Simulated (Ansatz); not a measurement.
Working through a ranking of conformers of C4H7FO, SMILES C=C(F)C(C)O

Program: the Ansatz DFT code, driven from Python.

The cells in order, each with its output:

```python
import ansatz as az
from rdkit import Chem
from rdkit.Chem import AllChem
```

```python
config = {
    "basis": "def2-SVP",
    "xc": "r2SCAN",
}

rd = Chem.AddHs(Chem.MolFromSmiles("C=C(F)C(C)O"))
ids = list(AllChem.EmbedMultipleConfs(rd, numConfs=20, randomSeed=576, pruneRmsThresh=0.4))
field = [energy for _, energy in AllChem.MMFFOptimizeMoleculeConfs(rd)]
distinct = {round(e, 2): i for i, e in zip(ids, field)}
chosen = sorted(distinct.items())[:4]
found = []
for force_field, index in chosen:
    geometry = az.Crystal.molecule()
    for atom, xyz in zip(rd.GetAtoms(), rd.GetConformer(index).GetPositions()):
        geometry = geometry.atom(atom.GetSymbol(), xyz.round(5).tolist())
    calc = geometry.calculation().basis(gaussian=config["basis"]).functional(config["xc"])
    found.append(calc.run(threads=1).report["free_energy_ev"])
print("conformer   MMFF (kcal/mol)   this level (eV)")
for (force_field, index), e in zip(chosen, found):
    print(f"{index:9d} {force_field - chosen[0][0]:17.2f} {(e - min(found)):17.3f}")
```

    conformer   MMFF (kcal/mol)   this level (eV)
            2              0.00             0.013
            4              0.57             0.000
            3              0.87             0.042

The conformers keep their force-field geometries. Finished in 25 s on 1 thread of Arm Neoverse V1, on a shared host, peak memory 0.29 GiB.
